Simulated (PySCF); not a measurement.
Molecule (SMILES): [NH+]#[C-] (C-NH).
Geometry (B3LYP-D3(BJ)/def2-TZVP, fixed):
```xyz
3

C      0.0000     0.0000    -0.7364
N      0.0000     0.0000     0.4276
H      0.0000     0.0000     1.4250
```
Charge 0, spin multiplicity 1.

Basis-set convergence of the isotropic shielding of C1 at HF with PySCF. GIAO, no density fitting; atoms are numbered in the order shown. All functions are spherical. No added dispersion term, no relativity. Reference: the value in pcSseg-3, 1.28 ppm, itself unsure by roughly 1.73 ppm (its mean distance from cc-pCVQZ, pcseg-3, pcSseg-2). Deviations are taken from unrounded values.

```json
[
 {"basis": "6-31G*", "functions": "30", "isotropic shielding of C1 (ppm)": "29.50"},
 {"basis": "6-31+G*", "functions": "38", "isotropic shielding of C1 (ppm)": "31.80"},
 {"basis": "cc-pVDZ", "functions": "33", "isotropic shielding of C1 (ppm)": "24.13"},
 {"basis": "aug-cc-pVDZ", "functions": "55", "isotropic shielding of C1 (ppm)": "21.13"},
 {"basis": "def2-SVP", "functions": "33", "isotropic shielding of C1 (ppm)": "21.26"},
 {"basis": "def2-SVPD", "functions": "48", "isotropic shielding of C1 (ppm)": "18.17"},
 {"basis": "pcseg-1", "functions": "33", "isotropic shielding of C1 (ppm)": "14.60"},
 {"basis": "aug-pcseg-1", "functions": "55", "isotropic shielding of C1 (ppm)": "15.49"},
 {"basis": "6-311G**", "functions": "42", "isotropic shielding of C1 (ppm)": "6.41"},
 {"basis": "6-311+G**", "functions": "50", "isotropic shielding of C1 (ppm)": "7.24"},
 {"basis": "def2-TZVP", "functions": "68", "isotropic shielding of C1 (ppm)": "5.95"},
 {"basis": "def2-TZVPD", "functions": "83", "isotropic shielding of C1 (ppm)": "5.48"},
 {"basis": "cc-pVTZ", "functions": "74", "isotropic shielding of C1 (ppm)": "7.63"},
 {"basis": "aug-cc-pVTZ", "functions": "115", "isotropic shielding of C1 (ppm)": "8.39"},
 {"basis": "pcseg-2", "functions": "74", "isotropic shielding of C1 (ppm)": "0.44"},
 {"basis": "aug-pcseg-2", "functions": "115", "isotropic shielding of C1 (ppm)": "0.24"},
 {"basis": "def2-TZVPP", "functions": "76", "isotropic shielding of C1 (ppm)": "5.39"},
 {"basis": "def2-TZVPPD", "functions": "91", "isotropic shielding of C1 (ppm)": "5.31"},
 {"basis": "def2-QZVPP", "functions": "144", "isotropic shielding of C1 (ppm)": "1.98"},
 {"basis": "def2-QZVPPD", "functions": "159", "isotropic shielding of C1 (ppm)": "2.07"}
]
```

What the diffuse functions change, pair by pair:
- 6-31G* to 6-31+G*: 8 more functions, deviation 28.22 to 30.53 ppm
- cc-pVDZ to aug-cc-pVDZ: 22 more functions, deviation 22.85 to 19.85 ppm
- def2-SVP to def2-SVPD: 15 more functions, deviation 19.98 to 16.89 ppm
- pcseg-1 to aug-pcseg-1: 22 more functions, deviation 13.32 to 14.21 ppm
- 6-311G** to 6-311+G**: 8 more functions, deviation 5.13 to 5.96 ppm
- def2-TZVP to def2-TZVPD: 15 more functions, deviation 4.67 to 4.20 ppm
- cc-pVTZ to aug-cc-pVTZ: 41 more functions, deviation 6.35 to 7.12 ppm
- pcseg-2 to aug-pcseg-2: 41 more functions, deviation -0.83 to -1.04 ppm
- def2-TZVPP to def2-TZVPPD: 15 more functions, deviation 4.12 to 4.03 ppm
- def2-QZVPP to def2-QZVPPD: 15 more functions, deviation 0.70 to 0.79 ppm

They bring the value nearer the reference by more than 1.73 ppm in 2 of 10 pairs.
